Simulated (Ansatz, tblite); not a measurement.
# The cluster Te₂Mo: rung by rung

How do method and basis change the picture of the cluster Te₂Mo (singlet)?

Method: as each input shows; program: Ansatz 0.2.0, Gaussian basis.

Plan: GFN1-xTB, GFN2-xTB, PBE-D4/def2-TZVP, r2SCAN-D4/def2-TZVP, B3LYP-D4/def2-TZVP, HSE06-D4/def2-TZVP, B97M-V/def2-TZVP, r2SCANh-D4/def2-TZVP, BHLYP-D4/def2-TZVP, PBE-D4/def2-SVP, PBE0-D4/def2-SVP, PBE0-D4/def2-TZVPD, PBE-D4/def2-TZVPD, r2SCAN-D4/def2-TZVPD, CCSD(T)/def2-TZVPP, MP2/def2-TZVP, RPA/def2-TZVP.

3 further runs of the same task are left out: 3 set aside as unsound or not needed.

## (1) The structure

The singlet was relaxed beforehand with B3LYP-D4/def2-TZVP. At that level it is the lowest of the isomers that a small search found.

3 atoms, charge 0, spin multiplicity 1.

Bond lengths: Mo1–Te2 2.430 Å, Mo1–Te3 2.430 Å. Angles: Te2–Mo1–Te3 107.7°.

Mo, Te take a core potential in the def2 sets. No spin-orbit coupling is included.

PBE0-D4/def2-TZVP was run before; its log isn't repeated, and its numbers join the tables.

## (2) GFN1-xTB

Tight binding, by tblite at 300 K electronic temperature and without a spin-polarisation term:

```python
tblite.interface.Calculator('GFN1-xTB', numbers, positions, charge=0, uhf=0).singlepoint()
```

Energy -261.1839 eV, HOMO -9.58 eV, LUMO -9.32 eV; 0.002 s.

## (3) GFN2-xTB

Tight binding, by tblite at 300 K electronic temperature and without a spin-polarisation term:

```python
tblite.interface.Calculator('GFN2-xTB', numbers, positions, charge=0, uhf=0).singlepoint()
```

Energy -223.6938 eV, HOMO -9.36 eV, LUMO -8.90 eV; 0.003 s.

## (4) PBE-D4/def2-TZVP

start.molden holds the orbitals of an earlier run on this state, given as this run's starting guess.

File in.yaml:

```yaml
crystal:
  periodic: [false, false, false]
  atoms:
    - {symbol: Mo, position_ang: [0.125974, 0.831756, 0.453700]}
    - {symbol: Te, position_ang: [-1.685762, -0.744318, 0.825900]}
    - {symbol: Te, position_ang: [1.559788, -0.087428, -1.279601]}
basis:
  gaussian: {orbitals: def2-TZVP, initial_orbitals: start.molden}
hamiltonian: {xc: pbe, dispersion: d4}
scf: {omitted_lower_state_checks: [starts]}
output: {orbitals: {seedname: orbitals}}
```

The run is started by

```
$ ansatz run in.yaml --threads 4 --pin off --events-out ev --progress --plain --max-ram 3916MiB
```

The runs that follow: r2SCAN-D4/def2-TZVP; B3LYP-D4/def2-TZVP; HSE06-D4/def2-TZVP; B97M-V/def2-TZVP; r2SCANh-D4/def2-TZVP; BHLYP-D4/def2-TZVP; PBE-D4/def2-SVP; PBE0-D4/def2-SVP; PBE0-D4/def2-TZVPD; PBE-D4/def2-TZVPD; r2SCAN-D4/def2-TZVPD; CCSD(T)/def2-TZVPP; MP2/def2-TZVP; RPA/def2-TZVP.

Before running them: what should the planned runs give, taken together? Wanted: gap in def2-TZVP, named functionals, smallest and largest; correlation energy, CCSD(T)/def2-TZVPP; correlation energy, MP2/def2-TZVP; binding an atom, functionals in def2-TZVP; PBE0 total energy, smallest basis above largest.

As calculated:

| quantity | value |
| --- | --- |
| gap in def2-TZVP, named functionals, smallest and largest | 0.01 eV (PBE-D4), 4.13 eV (BHLYP-D4) |
| correlation energy, CCSD(T)/def2-TZVPP | -38.90 eV |
| correlation energy, MP2/def2-TZVP | -37.55 eV |
| binding an atom, functionals in def2-TZVP | 1.26 (BHLYP-D4) to 2.01 eV (PBE-D4) |
| PBE0 total energy, smallest basis above largest | 1.16 eV (def2-SVP, def2-TZVPD) |

**Reading.** Orbital gaps of the named functionals in def2-TZVP span 0.01 eV (PBE-D4) to 4.13 eV (BHLYP-D4); exact exchange widens it. Notes on CCSD(T)/def2-TZVPP and its Hartree-Fock reference, which MP2 shares: large T1 diagnostic, restricted state is unstable towards broken spin symmetry.
